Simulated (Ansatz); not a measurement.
**Worked example: correlation energy of Si–BH2, quartet**

Geometry: a point of a stretch scan, not a stationary point.

```yaml
atoms:
  - { symbol: Si, position_ang: [0.0000, 0.0000, 0.7140] }
  - { symbol: B, position_ang: [0.0000, 0.0000, -1.4830] }
  - { symbol: H, position_ang: [0.0000, -1.0760, -1.9941] }
  - { symbol: H, position_ang: [0.0000, 1.0760, -1.9941] }
```

Basis 6-31G; Ansatz 0.2.0. Only valence electrons are correlated (noble-gas cores frozen), which leaves 9 electrons in 20 orbitals. Prefix R: restricted or restricted open-shell reference; prefix U: unrestricted.

Full CI is exact within this basis and frozen core; it isn't the basis-set limit. The frozen core follows each run's orbitals, which can shift R against U totals by a few meV.

Runs differ by some tens of microhartree through their thresholds and, for an open shell, their frozen cores, so steps under 0.1 kcal/mol mean nothing.

```json
{"level": "UHF", "total energy (hartree)": "-314.618384"}
{"level": "UMP2", "total energy (hartree)": "-314.689729"}
{"level": "UCCSD", "total energy (hartree)": "-314.714815"}
{"level": "UCCSD(T)", "total energy (hartree)": "-314.717485"}
{"level": "UCCSDT", "total energy (hartree)": "-314.718472"}
{"level": "UCCSDT(Q)", "total energy (hartree)": "-314.718549"}
{"level": "UCCSDTQ", "total energy (hartree)": "-314.718547"}
{"level": "full CI", "total energy (hartree)": "-314.718542"}
```

What is the correlation energy at full CI, and what share of it do UMP2 and UCCSD(T) recover?

E(corr) = -314.718542 − (-314.618384) = -0.100158 hartree = -2.725 eV. UMP2: -0.071345 / -0.100158 = 71.23 %. UCCSD(T): -0.099101 / -0.100158 = 98.94 %.

By how many kcal/mol does UCCSD(T) miss full CI (1 hartree = 627.509 kcal/mol), and which steps make up the rest?

-314.717485 − (-314.718542) = 0.001057 hartree = 0.66 kcal/mol. Steps: UCCSDT − UCCSD(T) = -0.62, UCCSDT(Q) − UCCSDT = -0.05, UCCSDTQ − UCCSDT(Q) = 0.00, full CI − UCCSDTQ = 0.00 kcal/mol. That is within 1 kcal/mol of the reference in this basis, which itself misses far more of the correlation at the basis-set limit.
